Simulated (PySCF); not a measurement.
Species: MgMeH, CH₄Mg.
Structure used (PBE0-D3(BJ)/def2-SVP), in Å, numbered top down from 1:
```xyz
6
CH4Mg angstrom
Mg    -0.009   -0.009   -1.321
C      0.005    0.006    0.776
H     -0.290    0.987    1.188
H      1.004   -0.224    1.186
H     -0.691   -0.738    1.199
H     -0.020   -0.021   -3.029
```

Level of theory: PySCF, PBE0-D3(BJ)/def2-SVP geometry optimisation, gas phase.

**Question.** Which atoms are bound to Mg1, and at what distances?

**Answer.** 2 atoms: H6 1.708 Å, C2 2.096 Å. The nearest atom not counted as bound is H5, at 2.71 Å (others tie with it).

**Question.** What is the shape at Mg1?

**Answer.** Linear: angle 180.0°.

**Question.** What are the other bond lengths?

**Answer.** C2–H3, C2–H4, C2–H5 1.104 Å.

**Question.** What are the rotational constants (commonest isotopes, rigid rotor)?

**Answer.** A = 159824, B = 9668, C = 9668 MHz: a prolate symmetric top.

Point group: C3v (every atom within 0.08 Å of its image). Charge 0, singlet. No frequency check.
